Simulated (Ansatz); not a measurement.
Two shapes of singlet C₃H₄.

Shape 1:

```xyz
7

C     0.0000    0.0000   -1.3078
C     0.0000    0.0000    0.0000
C     0.0000    0.0000    1.3078
H     0.0000   -0.9368   -1.8749
H     0.0000    0.9368   -1.8749
H    -0.9368    0.0000    1.8749
H     0.9368    0.0000    1.8749
```

Shape 2:

```xyz
7

C    -0.0107   -0.0158   -1.2616
C     0.0396   -0.0211    0.0221
C    -0.0007   -0.0471    1.3245
H    -0.0409   -0.9622   -1.8614
H     0.0329    0.9375   -1.8373
H    -0.9202    0.0108    1.8290
H     0.9266    0.0472    1.8879
```

Basis set: 6-31G* (spherical functions). Frozen core: 3 orbitals. Charge 0, multiplicity 1.

Computed with Ansatz (development build ahead of 0.2.0); each method stands on the lowest determinant of its kind that the runs found.

(1) Which shape is lower in energy, and by how much in each method?

Answers

(1)

```
 method  E(2) − E(1) (eV)
    RHF             0.083
RHF-MP2             0.116
```

Shape 1 is lower.
